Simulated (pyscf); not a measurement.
PySCF, gas phase, ωB97X-D3(BJ)/def2-SVP geometries.

### Question
Estimate by transition-state theory the rate constant of ethane (H₃C–CH₃) + H₃Si–Cl → H₃C–CH₂–SiH₃ + hydrogen chloride (HCl) (singlet surface; C–H, Cl–Si broken, C–Si, Cl–H formed) at 1200 K, with ωB97M-D3(BJ)/def2-TZVP energies (ideal gas, 1 atm, RRHO with modes under 100 cm⁻¹ raised to 100, one conformer, R ln 2 for chiral ones without a mode under 150 cm⁻¹; no tunnelling).

### Answer
The electronic barrier is 62.4 kcal/mol and the thermal terms add +36.8, so ΔG‡ = 99.3 kcal/mol. With k_BT/h = 2.50e+13 s⁻¹ and RT = 2.385 kcal/mol, and a volume of 1.64e-19 cm³ per molecule at 1 atm, k = 3.4e-24 cm³ molecule⁻¹ s⁻¹. Wigner's tunnelling factor for 641i cm⁻¹ would be 1.02. A shift of 1 kcal/mol in the barrier changes k by a factor 1.5. H₃C–CH₂–SiH₃ lies 12.8 kcal/mol over its isomer H₃C–SiH₂–CH₃ (electronic energy, ωB97M-D3(BJ)). This is the saddle that the search found; another between the same sides may lie lower.
